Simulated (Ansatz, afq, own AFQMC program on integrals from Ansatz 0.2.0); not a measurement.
**NO, doublet in cc-pVDZ, levels against CCSDT(Q)**

```xyz
2

N     0.0000    0.0000    0.0000
O     0.0000    0.0000    1.0260
```

Basis cc-pVDZ. Only valence electrons are correlated. Ansatz 0.2.0 and our own AFQMC program on the same integrals; the CISD trial comes from CCSD amplitudes, and released means the phaseless constraint is let go. ± is one standard error of the sampling.

Determinant: UHF, the one that the program's search chose, which needn't be the lowest solution. The geometry is a point of a scan.

No full CI on the walks' own integrals is used here; CCSDT(Q) serves as the reference and is uncertain by about the last step of the cluster series.

```
T1 diagnostic                               : 0.0128
weight of the determinant in the CISD state : 0.915
⟨S²⟩ of the determinant                     : 0.758
size of the correlated space                : 11 electrons in 26 orbitals
```

Reference: CCSDT(Q), correlation energy -8.575 eV. The released energy is read at 2.40 1/Eh (meV from the phaseless value at times in 1/Eh: -37 ± 19 at 0.24, -31 ± 12 at 0.51, -23 ± 11 at 0.99, -23 ± 16 at 1.62, -29 ± 20 at 2.40).

```tsv
level	E − E(reference) (meV)	share of correlation (%)
HF	8574.7	0.00
MP2	558.6	93.49
CCSD	255.4	97.02
CCSD(T)	34.2	99.60
CCSDT	25.2	99.71
ph-AFQMC/CISD	29.3 ± 10.9	99.66
released AFQMC	0.2 ± 19.9	100.00
```

A walk keeps the symmetry of its determinant, which the program's search chose and which needn't be the lowest solution, so a lower state of the same spin and another symmetry isn't excluded. Released energies are given only where the last usable release times agree within the noise; a slower fall can still hide under it.
